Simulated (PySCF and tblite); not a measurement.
Results of a calculation; reference values are marked as such.
System: C₃H₃ClO₂, numbered as in [CH2:1]=[C:2]([Cl:3])[C:4](=[O:5])[OH:6].

For the rotation about the C4–O6 bond (torsion C2–C4–O6–H from -180° to 0°, rising): electronic barrier 12.94 kcal/mol, zero-point change -1.14 kcal/mol, thermal and entropy terms at 200 K a further 0.01 kcal/mol (symmetry numbers apart). The minimum is Cs, the saddle C1. Level: PBE/pcSseg-1 + D3(BJ) on B3LYP-D3(BJ)/def2-SVP stationary points, with GFN2-xTB thermal terms. Rate constants are transition-state-theory values, counting equivalent paths, without tunnelling. Programs: tblite and PySCF.

(1) How many equivalent paths lead out of the minimum?

(2) Work out the rate at 200 K.

Results:

(1) 2: the symmetry number of the minimum is 1, that of the saddle displaced along its mode 1, and the displaced saddle is chiral while the minimum is not, which doubles the count.

(2) ΔG‡ = 11.81 kcal/mol; k_B T/h = 4.2×10¹² s⁻¹; exp(−ΔG‡/RT) = 1.2×10⁻¹³; times 2 gives k = 1 s⁻¹.
